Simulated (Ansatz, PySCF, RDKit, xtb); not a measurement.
# Which structure has the formula SiHOF?

Given the formula SiHOF and nothing else, which arrangement of the atoms is the most stable in the gas at 600 K, and what are its properties?

The funnel: GFN2-xTB relaxations, single points with a density functional, relaxations at B3LYP-D3(BJ)/6-311G**, harmonic vibrations, and a last energy at a higher level. All values are calculated.

4 further runs of the same task are left out: 4 set aside as unsound or not needed.

## 1. Drawing up candidates

A program enumerates the bonding patterns with one Lewis structure each (two rings at most, one unusual centre or charged pair), with their diastereomers. O–O, O–halogen and N–halogen bonds and N–N–N chains are not drawn. That gives 3 candidates.

| label | SMILES | spin |
| --- | --- | --- |
| c032 | O[Si]F | singlet |
| c806 | O=[SiH]F | singlet |
| c818 | O[Si]F | triplet |

Candidates are built by distance geometry, with a force field where one applies, in up to four conformers (letters a to d). 16 starts with atoms placed at random are added, to find patterns that the rules miss.

## 2. First filter: tight binding

All 19 starts are relaxed the same way. One of them, c614 (atoms placed at random), in full:

File start.xyz:

```xyz
4
c614
F     -0.884570     0.253390     0.044690
O     -0.916800     0.855630     0.935580
Si    -0.961790    -1.086080     0.859130
H     -0.368970     0.246540    -0.904710
```

Started as:

```sh
xtb start.xyz --gfn 2 --opt
```

The program printed, cut to the lines that bear on the results:

```text
* xtb version 6.7.1
[...]
          :  # basis functions                  19          :
[...]
          :  # electrons                        18          :
[...]
          :  Hamiltonian                  GFN2-xTB          :
[...]
          :  net charge                          0          :
          :  unpaired electrons                  0          :
[...]
   *** convergence criteria satisfied after 16 iterations ***
[...]
   *** GEOMETRY OPTIMIZATION CONVERGED AFTER 43 ITERATIONS ***
[...]
   *** convergence criteria satisfied after 3 iterations ***
[...]
         ::                     SUMMARY                     ::
         :::::::::::::::::::::::::::::::::::::::::::::::::::::
         :: total energy             -11.152820665168 Eh    ::
         :: gradient norm              0.000658435790 Eh/a0 ::
         :: HOMO-LUMO gap              5.704733507731 eV    ::
         ::.................................................::
         :: SCC energy               -11.216566273513 Eh    ::
         :: -> isotropic ES            0.040130020475 Eh    ::
         :: -> anisotropic ES          0.008133805597 Eh    ::
         :: -> anisotropic XC         -0.015921141153 Eh    ::
         :: -> dispersion             -0.001377787692 Eh    ::
         :: repulsion energy           0.063745608345 Eh    ::
         :: add. restraining           0.000000000000 Eh    ::
         :: total charge               0.000000000000 e     ::
         :::::::::::::::::::::::::::::::::::::::::::::::::::::
[...]
         9        2.0000           -0.4653984             -12.6641 (HOMO)
        10                         -0.2557533              -6.9594 (LUMO)
[...]
     #   Z          covCN         q      C6AA      α(0)
     1   9 F        0.705    -0.233    11.591     4.020
     2   8 O        0.771    -0.321    20.206     6.025
     3  14 Si       2.401     0.554   173.925    28.732
     4   1 H        0.925     0.000     3.055     2.733
[...]
     #   Z sym  total        # sym  WBO       # sym  WBO       # sym  WBO
 ---------------------------------------------------------------------------
     1   9 F    1.249 --     3 Si   1.136
     2   8 O    2.365 --     3 Si   2.243
     3  14 Si   4.272 --     2 O    2.243     1 F    1.136     4 H    0.893
     4   1 H    1.000 --     3 Si   0.893
 ---------------------------------------------------------------------------
[...]
molecular dipole:
                 x           y           z       tot (Debye)
 q only:        0.304      -0.045      -0.733
   full:        0.084      -0.005      -1.371       3.490
molecular quadrupole (traceless):
[...]
          | TOTAL ENERGY              -11.152820665168 Eh   |
          | GRADIENT NORM               0.000658435790 Eh/α |
          | HOMO-LUMO GAP               5.704733507731 eV   |
           -------------------------------------------------
[...]
```

Wall time 0.46 s (1 thread of AMD EPYC (Zen 3), shared host).

## 3. The minima found

16 of the 19 relaxations converged; 11 ended on a minimum already found. 5 distinct structures remain:

| label | start | SMILES after | spin | energy (kcal/mol) | note |
| --- | --- | --- | --- | --- | --- |
| c148 | random and drawn | O=[SiH]F | singlet | 0.0 |  |
| c032a | drawn and random | O[Si]F | singlet | 30.7 |  |
| c460 | random | [FH].[O][Si] ‡ | singlet | 60.3 | fell apart |
| c780 | random | [FH].[O][Si] ‡ | singlet | 67.2 | fell apart |
| c818a | drawn | O[Si]F | triplet | 112.7 |  |

‡ marks the bonded skeleton alone, with all bonds drawn single: no Lewis structure was assigned that passes a check against the bond lengths.

GFN2-xTB has no spin polarisation, so it can't rank spin states and is rough for open shells.

## 4. Screening with a density functional

A choice of the minima (the low ones first, few conformers of a pattern, up to a cap) and the lowest that fell apart get a single point at r2SCAN-D4/def2-SVP on the tight-binding geometry, and one at HF/STO-3G for comparison. The lowest singlets are also tried as triplets at the same geometry (label ending in t). The first, c148:

File input.yaml:

```yaml
crystal:
  periodic: [false, false, false]
  atoms:
    - symbol: F
      position_ang: [-1.106610, 0.735187, -0.009671]
    - symbol: O
      position_ang: [0.649515, -1.158327, -0.850375]
    - symbol: Si
      position_ang: [0.107716, 0.236414, -0.919307]
    - symbol: H
      position_ang: [0.421500, 1.412066, -1.681387]
basis:
  gaussian: {orbitals: def2-SVP}
scf: {lower_state_search: off}
hamiltonian: {xc: r2scan, dispersion: d4}
```

Started as:

```sh
ansatz run input.yaml --threads 1 --pin off --max-ram 2610MiB --events-out events.jsonl --progress --plain --runs-dir runs
```

The program printed, cut to the lines that bear on the results:

```text
Warning: RAYON_NUM_THREADS=1 ignored (pool sized by the plan → 1); use --threads N
Functional definition: r2SCAN
  name "r2SCAN"
[...]
545 factors; their error is unknown
[...]
mean field -12649.69090731 eV, -464.8675665751 hartree, gradient 8.0e-7 eV, S^2 0.000000; 0 other end points of the search recorded, 0 dependent functions left out
reference -12649.69091376 eV, -464.8675668122 hartree; 16, 16 occupied and 35, 35 virtual orbitals, 545 factors
Total energy: -12649.70255964 eV, -464.8679947902 hartree
Checks for a lower state left out: stability, starts, cluster_reference, orbital_swaps, neighbouring_geometries, increment
```

Run time: 2.4 s. Hardware: 1 thread of AMD EPYC (Zen 3), shared host.

Relative energies in kcal/mol, each column from its lowest structure that stays in one piece:

| label | SMILES | spin | GFN2-xTB | HF/STO-3G | r2SCAN-D4/def2-SVP |
| --- | --- | --- | --- | --- | --- |
| c032a | O[Si]F | singlet | 30.7 | 0.0 | 0.0 |
| c148 | O=[SiH]F | singlet | 0.0 | 47.6 | 13.5 |
| c460 | [FH].[O][Si] ‡ | singlet | 60.3 | 49.5 | 41.8 |
| c818a | O[Si]F | triplet | 112.7 | 63.1 | 61.7 |
| c148t | O=[SiH]F | triplet | – | – | 130.7 |

‡ marks the bonded skeleton alone, with all bonds drawn single: no Lewis structure was assigned that passes a check against the bond lengths.

## 5. Relaxing the best candidates

3 candidates are relaxed at B3LYP-D3(BJ)/6-311G** (chosen among the lowest in one piece, with other spins of them). The first, c032a:

File input.yaml:

```yaml
crystal:
  periodic: [false, false, false]
  atoms:
    - symbol: F
      position_ang: [-0.766306, 1.269835, -1.954249]
    - symbol: O
      position_ang: [-2.375961, 0.173370, -0.432750]
    - symbol: Si
      position_ang: [-1.655620, 1.599335, -0.606427]
    - symbol: H
      position_ang: [-2.261924, -0.593298, -0.999126]
basis:
  gaussian:
    orbitals: 6-311G_st__st_-spherical.json
scf:
  lower_state_search: "off"
relax:
  f_tol: 0.003
hamiltonian:
  xc: {name: B3LYP}
  dispersion: d3bj
```

The basis set 6-311G** is read from a file made from the Basis Set Exchange's data (not shown).

Started as:

```sh
ansatz run input.yaml --threads 1 --pin off --max-ram 2610MiB --events-out events.jsonl --progress --plain --runs-dir runs
```

The program printed, cut to the lines that bear on the results:

```text
Warning: RAYON_NUM_THREADS=1 ignored (pool sized by the plan → 1); use --threads N
[...]
Functional definition: B3LYP
  name "B3LYP"
[...]
597 factors; their error is unknown
[...]
mean field -12661.72576926 eV, -465.3098395942 hartree, gradient 1.1e-6 eV, S^2 0.000000; 0 other end points of the search recorded, 0 dependent functions left out
[...]
reference -12661.72595944 eV, -465.3098465831 hartree; 16, 16 occupied and 52, 52 virtual orbitals, 597 factors
relax step   1: F+E_penalty+E_count = -12661.81457112 eV  Δ(F+E_penalty+E_count) = +0.000e0 eV  max|allowed force component| = 1.054e0 eV/Å  Δτ_max = 0.0000 Å  (14 SCF iters, accepted)
[...]
relax step   6: F+E_penalty+E_count = -12661.85439847 eV  Δ(F+E_penalty+E_count) = -3.697e-6 eV  max|allowed force component| = 3.544e-3 eV/Å  Δτ_max = 0.0007 Å  (12 SCF iters, accepted)
[...]
relax step   7: F+E_penalty+E_count = -12661.85439856 eV  Δ(F+E_penalty+E_count) = -8.429e-8 eV  max|allowed force component| = 2.284e-3 eV/Å  Δτ_max = 0.0002 Å  (11 SCF iters, accepted)
Total energy: -12661.85458875 eV, -465.3145736234 hartree
Atom 0 at    -0.753734     1.283466    -1.963511 Å, force    -0.000301     0.000753     0.000982 eV/Å
Atom 1 at    -2.406094     0.152190    -0.405004 Å, force     0.000278     0.000912     0.000615 eV/Å
Atom 2 at    -1.644547     1.602247    -0.619161 Å, force    -0.000020    -0.002284    -0.001529 eV/Å
Atom 3 at    -2.255436    -0.588662    -1.004876 Å, force     0.000043     0.000619    -0.000068 eV/Å
Dipole moment:    -0.049209    -0.173798    -0.029473 e Å
Checks for a lower state left out: stability, starts, cluster_reference, orbital_swaps, neighbouring_geometries, increment
```

It took 20 s on 1 thread of AMD EPYC (Zen 3), shared host.

Energy change by step (eV): 0.0000, -0.0245, -0.0373, -0.0395, -0.0398, -0.0398, -0.0398.

After the run. Bond lengths: F1–Si3 1.644 Å, O2–Si3 1.652 Å, O2–H4 0.965 Å. Angles: F1–Si3–O2 100.7°, Si3–O2–H4 121.4°.

## 6. The relaxed candidates

| label | spin | r2SCAN-D4/def2-SVP (kcal/mol) | B3LYP-D3(BJ)/6-311G**, relaxed (kcal/mol) | time |
| --- | --- | --- | --- | --- |
| c032a | singlet | 0.0 | 0.0 | 20 s |
| c148 | singlet | 13.5 | 15.7 | 20 s |
| c818a | triplet | 61.7 | 71.0 | 49 s |

c032a: Bond lengths: F1–Si3 1.644 Å, O2–Si3 1.652 Å, O2–H4 0.965 Å. Angles: F1–Si3–O2 100.7°, Si3–O2–H4 121.4°.

c148: Bond lengths: F1–Si3 1.598 Å, O2–Si3 1.515 Å, Si3–H4 1.467 Å. Angles: F1–Si3–O2 125.9°, F1–Si3–H4 105.6°, O2–Si3–H4 128.5°.

c818a: Bond lengths: F1–Si3 1.635 Å, O2–Si3 1.670 Å, O2–H4 0.964 Å. Angles: F1–Si3–O2 117.8°, Si3–O2–H4 114.7°.

## 7. Are they minima? Harmonic frequencies

The lowest few in one piece go on as finalists. Harmonic vibrations at B3LYP-D3(BJ)/6-311G** test each finalist and give the zero-point energy and the thermal terms. The first, c032a:

File input.yaml:

```yaml
crystal:
  periodic: [false, false, false]
  atoms:
    - {symbol: F, position_ang: [-0.753734, 1.283466, -1.963511]}
    - {symbol: O, position_ang: [-2.406094, 0.152190, -0.405004]}
    - {symbol: Si, position_ang: [-1.644547, 1.602247, -0.619161]}
    - {symbol: H, position_ang: [-2.255436, -0.588662, -1.004876]}
basis:
  gaussian:
    orbitals: 6-311G_st__st_-spherical.json
hamiltonian:
  xc: {name: B3LYP}
  dispersion: d3bj
phonons: {}
scf:
  lower_state_search: "off"
```

The basis set 6-311G** is read from a file made from the Basis Set Exchange's data (not shown).

Started as:

```sh
ansatz run input.yaml --threads 1 --pin off --max-ram 2610MiB --events-out events.jsonl --progress --plain --runs-dir runs
```

The program printed, cut to the lines that bear on the results:

```text
Warning: RAYON_NUM_THREADS=1 ignored (pool sized by the plan → 1); use --threads N
[... 2 set-up lines as earlier in the session ...]
[...]
597 factors; their error is unknown
[...]
mean field -12661.76581979 eV, -465.3113114240 hartree, gradient 4.8e-6 eV, S^2 0.000000; 0 other end points of the search recorded, 0 dependent functions left out
[...]
reference -12661.76600969 eV, -465.3113184028 hartree; 16, 16 occupied and 52, 52 virtual orbitals, 597 factors
[...]
597 factors; their error is unknown
mean field -12661.76579972 eV, -465.3113106865 hartree, gradient 1.9e-6 eV, S^2 0.000000; 0 other end points of the search recorded, 0 dependent functions left out
[...]
reference -12661.76598962 eV, -465.3113176652 hartree; 16, 16 occupied and 52, 52 virtual orbitals, 597 factors
[...]
597 factors; their error is unknown
[...]
597 factors; their error is unknown
[...]
mean field -12661.76575691 eV, -465.3113091133 hartree, gradient 1.5e-6 eV, S^2 0.000000; 0 other end points of the search recorded, 0 dependent functions left out
[...]
reference -12661.76594684 eV, -465.3113160931 hartree; 16, 16 occupied and 52, 52 virtual orbitals, 597 factors
Total energy: -12661.85459136 eV, -465.3145737192 hartree
Atom 0 at    -0.753734     1.283466    -1.963511 Å, force    -0.000334     0.000748     0.001022 eV/Å
Atom 1 at    -2.406094     0.152190    -0.405004 Å, force     0.000265     0.000881     0.000616 eV/Å
Atom 2 at    -1.644547     1.602247    -0.619161 Å, force     0.000018    -0.002258    -0.001565 eV/Å
Atom 3 at    -2.255436    -0.588662    -1.004876 Å, force     0.000051     0.000629    -0.000073 eV/Å
Dipole moment:    -0.049211    -0.173799    -0.029472 e Å
Vibrations: 306.80 522.80 723.53 812.97 886.27 3812.96 cm⁻¹, zero-point energy 0.437995 eV
Checks for a lower state left out: stability, starts, cluster_reference, orbital_swaps, neighbouring_geometries, increment
```

Wall time 48 s (1 thread of AMD EPYC (Zen 3), shared host).

## 8. Zero-point energy and free-energy terms

At 600 K and 1 atm, ideal gas, rigid rotor and harmonic oscillator:

| label | SMILES | spin | point group | lowest mode (cm⁻¹) | zero-point (kcal/mol) | G − E (kcal/mol) |
| --- | --- | --- | --- | --- | --- | --- |
| c032a | O[Si]F | singlet | Cs | 307 | 10.1 | -27.0 |
| c148 | O=[SiH]F | singlet | Cs | 348 | 9.0 | -27.6 |
| c818a | O[Si]F | triplet | C1 | 254 | 10.0 | -29.4 |

Chiral structures get −RT ln 2 for their mirror image.

## 9. Last filter: a higher level

Single points at CCSD(T)/def2-TZVPP on the refined geometries decide the order.

c032a, CCSD(T)/def2-TZVPP:

Changes to input.yaml since step 7:

```diff
@@ -9,8 +9,5 @@
   gaussian:
-    orbitals: 6-311G_st__st_-spherical.json
-hamiltonian:
-  xc: {name: B3LYP}
-  dispersion: d3bj
-phonons: {}
-scf:
-  lower_state_search: "off"
+    orbitals: def2-TZVPP
+correlation:
+  method: ccsd_t
+  frozen_orbitals: {F: 1, H: 0, O: 1, Si: 5}
```

Started as:

```sh
ansatz run input.yaml --threads 1 --pin off --max-ram 2610MiB --events-out events.jsonl --progress --plain --runs-dir runs
```

The program printed, cut to the lines that bear on the results:

```text
Warning: RAYON_NUM_THREADS=1 ignored (pool sized by the plan → 1); use --threads N
Functional definition: HF
  name "HF"
[...]
738 factors; integrals over basis functions are off by at most 1.0e-3 eV
[...]
mean field -12625.88814387 eV, -463.9928311527 hartree, gradient 7.3e-6 eV, S^2 0.000000; 0 other end points of the search recorded, 0 dependent functions left out
7 core orbitals not correlated: weight in the atoms' cores, before any rotation towards them, 1.000 or more for the frozen orbitals, at most 0.000 for the correlated occupied ones
reference -12625.88814387 eV, -463.9928311527 hartree; 9, 9 occupied and 102, 102 virtual orbitals, 738 factors
second order -16.08922095 eV of doubles, -0.00000000 eV of singles
cycle   1  -15.90415958 eV  change    1.9e-1 eV  update   9.7e-2
[...]
cycle  10  -16.38065230 eV  change   -2.2e-6 eV  update   8.5e-6
perturbative correction -0.55912472 eV, -0.0205474544 hartree
Total energy: -12642.82792088 eV, -464.6153564759 hartree
```

It took 25 s on 1 thread of AMD EPYC (Zen 3), shared host; peak memory 0.5 GiB.

## 10. c148 at CCSD(T)/def2-TZVPP

File input.yaml:

```yaml
crystal:
  periodic: [false, false, false]
  atoms:
    - {symbol: F, position_ang: [-1.140875, 0.741269, 0.017647]}
    - {symbol: O, position_ang: [0.677230, -1.150672, -0.880079]}
    - {symbol: Si, position_ang: [0.075019, 0.239612, -0.890338]}
    - {symbol: H, position_ang: [0.460747, 1.395131, -1.707971]}
basis:
  gaussian:
    orbitals: def2-TZVPP
correlation:
  method: ccsd_t
  frozen_orbitals: {F: 1, H: 0, O: 1, Si: 5}
```

Started as:

```sh
ansatz run input.yaml --threads 1 --pin off --max-ram 2610MiB --events-out events.jsonl --progress --plain --runs-dir runs
```

The program printed, cut to the lines that bear on the results:

```text
Warning: RAYON_NUM_THREADS=1 ignored (pool sized by the plan → 1); use --threads N
[... 2 set-up lines as earlier in the session ...]
[...]
732 factors; integrals over basis functions are off by at most 1.1e-3 eV
[...]
mean field -12625.15604866 eV, -463.9659271500 hartree, gradient 7.7e-6 eV, S^2 0.000000; 0 other end points of the search recorded, 0 dependent functions left out
7 core orbitals not correlated: weight in the atoms' cores, before any rotation towards them, 1.000 or more for the frozen orbitals, at most 0.000 for the correlated occupied ones
reference -12625.15604866 eV, -463.9659271500 hartree; 9, 9 occupied and 102, 102 virtual orbitals, 732 factors
second order -16.43034843 eV of doubles, -0.00000000 eV of singles
cycle   1  -15.93612867 eV  change    4.9e-1 eV  update   1.2e-1
[...]
cycle  10  -16.48436457 eV  change   -2.6e-6 eV  update   1.4e-5
perturbative correction -0.61823965 eV, -0.0227198880 hartree
Total energy: -12642.25865288 eV, -464.5944362626 hartree
```

Run time: 17 s. Hardware: 1 thread of AMD EPYC (Zen 3), shared host; peak memory 0.41 GiB.

## 11. Free energies and the winner

Energies in kcal/mol from c032a; G adds the thermal terms to the CCSD(T)/def2-TZVPP energy. The columns left of the relaxed level are at the tight-binding geometries.

| label | SMILES | spin | HF/STO-3G | r2SCAN-D4/def2-SVP | B3LYP-D3(BJ)/6-311G** | HF/def2-TZVPP | MP2/def2-TZVPP | CCSD(T)/def2-TZVPP | G | share at equilibrium | T1 |
| --- | --- | --- | --- | --- | --- | --- | --- | --- | --- | --- | --- |
| c032a | O[Si]F | singlet | 0.0 | 0.0 | 0.0 | 0.0 | 0.0 | 0.0 | 0.0 | 100.0 % | 0.015 |
| c148 | O=[SiH]F | singlet | 47.6 | 13.5 | 15.7 | 16.9 | 9.0 | 13.1 | 12.5 | < 0.1 % | 0.019 |
| c818a | O[Si]F | triplet | 63.1 | 61.7 | 71.0 | 49.7 | 66.4 | 69.5 | 67.1 | < 0.1 % | 0.017 |

Lowest found: c032a, `O[Si]F`, a singlet of point group Cs. Bond lengths: F1–Si3 1.644 Å, O2–Si3 1.652 Å, O2–H4 0.965 Å. Angles: F1–Si3–O2 100.7°, Si3–O2–H4 121.4°.

```xyz
4

F    -0.7537    1.2835   -1.9635
O    -2.4061    0.1522   -0.4050
Si   -1.6445    1.6022   -0.6192
H    -2.2554   -0.5887   -1.0049
```

## 12. Density, orbitals and dipole (PBE0/def2-TZVPD)

File input.yaml:

```yaml
crystal:
  periodic: [false, false, false]
  atoms:
    - {symbol: F, position_ang: [-0.753734, 1.283466, -1.963511]}
    - {symbol: O, position_ang: [-2.406094, 0.152190, -0.405004]}
    - {symbol: Si, position_ang: [-1.644547, 1.602247, -0.619161]}
    - {symbol: H, position_ang: [-2.255436, -0.588662, -1.004876]}
basis:
  gaussian: {orbitals: def2-TZVPD}
hamiltonian: {xc: pbe0}
output: {forces: true, orbitals: {seedname: orbitals}}
```

Started as:

```sh
ansatz run input.yaml --threads 1 --pin off --max-ram 2610MiB --events-out events.jsonl --progress --plain --runs-dir runs
```

The program printed, cut to the lines that bear on the results:

```text
Warning: RAYON_NUM_THREADS=1 ignored (pool sized by the plan → 1); use --threads N
Functional definition: PBE0
  name "PBE0"
[...]
728 factors; their error is unknown
[...]
mean field -12654.25715043 eV, -465.0353729146 hartree, gradient 3.8e-5 eV, S^2 0.000000; 0 other end points of the search recorded, 0 dependent functions left out
[...]
reference -12654.25718643 eV, -465.0353742379 hartree; 16, 16 occupied and 116, 116 virtual orbitals, 728 factors
Total energy: -12654.25718643 eV, -465.0353742379 hartree
Atom 0 at    -0.753734     1.283466    -1.963511 Å, force    -0.313343     0.172789     0.505961 eV/Å
Atom 1 at    -2.406094     0.152190    -0.405004 Å, force     0.156917     0.343772    -0.019261 eV/Å
Atom 2 at    -1.644547     1.602247    -0.619161 Å, force     0.129924    -0.643977    -0.520682 eV/Å
Atom 3 at    -2.255436    -0.588662    -1.004876 Å, force     0.026502     0.127416     0.033982 eV/Å
Dipole moment:    -0.051923    -0.158899    -0.017840 e Å
```

It took 7.2 s on 1 thread of AMD EPYC (Zen 3), shared host.

[end of part 1 of 2]
